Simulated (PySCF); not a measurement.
Species: C5H10F (doublet state).
Atom-mapped SMILES: `[CH3:1][CH:2][C@@H:3]([CH3:4])[CH2:5][F:6]` (hydrogens: H7, H8, H9 on C1; H10 on C2; H11 on C3; H12, H13, H14 on C4; H15, H16 on C5)

Geometry (PBE0-D3(BJ)/def2-SVP, Å), atoms numbered from 1 in this order:
```
atom  x, y, z in Å
C1     2.0739   -0.5826   -0.3680
C2     0.7305   -0.7318    0.2452
C3    -0.4630    0.0334   -0.2259
C4    -1.7794   -0.6311    0.1586
C5    -0.4121    1.4689    0.2927
F6    -1.4688    2.2002   -0.1951
H7     2.6495   -1.5219   -0.3262
H8     2.6960    0.1766    0.1490
H9     2.0073   -0.2712   -1.4229
H10    0.6461   -1.2724    1.1949
H11   -0.4122    0.1104   -1.3294
H12   -2.6321   -0.0216   -0.1716
H13   -1.8647   -1.6290   -0.2951
H14   -1.8514   -0.7501    1.2524
H15   -0.4592    1.4776    1.3967
H16    0.5245    1.9624   -0.0191
```

Computed, not measured: PySCF, PBE0-D3(BJ)/def2-SVP geometry optimisation, gas phase.

Masses are those of the commonest isotopes; rigid-rotor values at the optimised geometry. The values belong to one conformer with, in the numbering `[CH3:1][CH:2][C@@H:3]([CH3:4])[CH2:5][F:6]`, C1–C2–C3–C4 158°, C2–C3–C5–F6 177°.

**Question.** What are A, B and C (GHz)?

**Answer.** Ia = 95.40, Ib = 232.79, Ic = 302.27 u·Å²; 505379 MHz·u·Å²/I gives 5297, 2171 and 1672 MHz, that is A = 5.2974, B = 2.1710, C = 1.6719 GHz.

**Question.** What kind of rotor is it?

**Answer.** An asymmetric top. Ray's parameter κ = (2B − A − C)/(A − C) = -0.725; −1 is the prolate and +1 the oblate limit.

**Question.** Is it planar, by Δ = Ic − Ia − Ib?

**Answer.** Not planar: Δ = Ic − Ia − Ib = -25.92 u·Å². For a rigid frame Δ = −2 Σ m c², so Σ m c² = 12.96 u·Å² lies off the ab plane: 8.69 from hydrogen and 4.27 from heavier atoms. The atom farthest from that plane is 1.47 Å away.

**Question.** Give the other two planar moments, Paa and Pbb, and the rms extents of the mass along the axes.

**Answer.** Paa = Σ m a² = (Ib + Ic − Ia)/2 = 219.83 and Pbb = Σ m b² = (Ia + Ic − Ib)/2 = 82.44 u·Å². With the mass M = 89.08 u, the rms extents √(P/M) along a, b and c are 1.57, 0.96, 0.38 Å.

**Question.** Where do the levels up to J = 3 lie, in K?

**Answer.** Above 0(0,0), as E/k:
J = 1: 1(0,1) 0.184, 1(1,1) 0.334, 1(1,0) 0.358
J = 2: 2(0,2) 0.551, 2(1,2) 0.679, 2(1,1) 0.751, 2(2,1) 1.201, 2(2,0) 1.204
J = 3: 3(0,3) 1.094, 3(1,3) 1.195, 3(1,2) 1.339, 3(2,2) 1.755, 3(2,1) 1.768, 3(3,1) 2.566, 3(3,0) 2.567
The levels of one J sum to (2J + 1)J(J + 1)(A + B + C)/3.

**Question.** Predict some low-J microwave lines.

**Answer.** The dipole components are |μa| = 1.66 D, |μb| = 0.10 D, |μc| = 0.49 D. Intensities carry the squares of the components, which stand as 1.00 : 0.00 : 0.09 (a : b : c). Some lines, for components of 0.1 D or more:

| type | branch | J(Ka,Kc) | MHz | lower level (cm⁻¹) |
| --- | --- | --- | --- | --- |
| a | Q | 1(1,0) ← 1(1,1) | 499 | 0.232 |
| a | Q | 2(1,1) ← 2(1,2) | 1497 | 0.472 |
| c | Q | 2(1,2) ← 2(0,2) | 2683 | 0.383 |
| c | Q | 1(1,1) ← 1(0,1) | 3126 | 0.128 |
| a | R | 1(0,1) ← 0(0,0) | 3843 | 0.000 |
| a | R | 2(1,2) ← 1(1,1) | 7187 | 0.232 |
| c | R | 1(1,0) ← 0(0,0) | 7468 | 0.000 |
| a | R | 2(1,1) ← 1(1,0) | 8185 | 0.249 |
| c | Q | 2(2,1) ← 2(1,1) | 9379 | 0.522 |
| c | R | 2(1,1) ← 1(0,1) | 11810 | 0.128 |
| c | R | 2(2,0) ← 1(1,0) | 17619 | 0.249 |
| c | R | 2(2,1) ← 1(1,1) | 18063 | 0.232 |

**Question.** Estimate the classical rotational partition function at 10 K, 50 K and 200 K.

**Answer.** Point group C1, symmetry number σ = 1; q = (√π/σ)·√((kT/h)³/(ABC)), k/h = 20836.6 MHz/K: 1220 at 10 K, 13600 at 50 K, 109000 at 200 K.

For this open shell read J as N, the rotation without spin; fine and hyperfine splittings come on top. No PBE0-D3(BJ)/def2-SVP frequencies stand behind this structure, so it isn't proved a minimum. ⟨S²⟩ = 0.755 (exact for a doublet: 0.75). These are rigid-rotor constants of the computed structure; measured ground-state constants (B0) also hold zero-point vibration. A rigid rotor knows nothing of internal rotation, which can split or shift real lines.

On one thread of an x86-64 server, on a shared host, this took 71 s of wall time. This is the geometry optimisation.
